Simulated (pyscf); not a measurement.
Homolytic dissociation enthalpies at 298 K of Ge–H, H–Si, H–Sn bonds in 8 gas-phase molecules, in kJ/mol. Single points on ωB97X-D3(BJ)/def2-SVP structures (PySCF, gas phase). Correlated levels are frozen-core, on RHF or UHF. ΔMP2 is the change of the MP2 total energy from the triple- to the quadruple-zeta basis. Both columns use the same structures and thermal terms. Rows were drawn at random from the closed-shell molecules with such a bond whose radicals are computed, keep their shape and have no isomer in the data more than 5 kcal/mol lower.

```csv
row,molecule,radicals,PBE/def2-TZVP,CCSD(T)/def2-TZVPP + ΔMP2(QZVPP)
1,F–SiH₂–SiH₃,F–SiH•–SiH₃ + H•,351.6,380.6
2,HO–SiH(OH)–OH,HO–Si•(OH)–OH + H•,374.7,?
3,F–SnH₂–F,F–SnH•–F + H•,278.1,314.0
4,H₃Si–SiH₂–SiH₃,H₃Si–SiH•–SiH₃ + H•,338.6,361.2
5,H₃Si–GeH₃,H₃Si–GeH₂• + H•,328.1,348.5
6,F–GeH₃,F–GeH₂• + H•,334.6,364.3
7,H₃Si–I,•H₂Si–I + H•,347.6,375.7
8,HO–SiH(F)–F,HO–Si•(F)–F + H•,384.6,420.3
```

### Question
Fit a line that carries the PBE values to the last column and predict row 2.

### Answer
In the 7 complete rows the last column lies 20.4 to 35.9 kJ/mol from PBE (mean 28.8, median 29.0). Least squares gives y = 32.1 + 0.99·x with residuals of 5.5 kJ/mol (root mean square). For row 2: 32.1 + 0.99 × 374.7 = 403.1 kJ/mol. The computed value is 409.9 kJ/mol, 6.8 over the line. The CCSD(T) − MP2 part came from Ansatz, without density fitting, on the same reference. The frozen core leaves the outer d or s,p core shells of the metals and heavy elements correlated in the MP2 and CC values, and def2-TZVPP describes them poorly, which can shift differences by a few kcal/mol. Elements up to Kr have no core potential and no relativistic terms here. Elements past Kr carry the def2 core potentials, without spin-orbit coupling.
